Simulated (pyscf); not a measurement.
Thermochemistry of product channels of H₃C–Zn–Cl + HCl on the singlet surface, in kcal/mol, from ωB97M-D3(BJ)/def2-TZVP energies (ideal gas, 1 atm, RRHO with modes under 100 cm⁻¹ raised to 100, one conformer, R ln 2 for rigid chiral ones). Structures and frequencies: ωB97X-D3(BJ)/def2-SVP in PySCF.

```
products            ΔE  ΔH(298 K)  ΔG(900 K)  ΔG(1200 K)
-----------------  ---  ---------  ---------  ----------
CH₄ + Cl–Zn–Cl     [?]      -30.2      -26.5       -24.9
Cl–CH₂–Zn–Cl + H₂  [?]      +21.9      +24.0       +24.2
```

Task: Complete the blanks.

Result: 
- CH₄ + Cl–Zn–Cl, ΔE: -32.4
- Cl–CH₂–Zn–Cl + H₂, ΔE: +24.3

These are energies of the channels, which say nothing of barriers. Elements up to Kr have no core potential and no relativistic terms here.
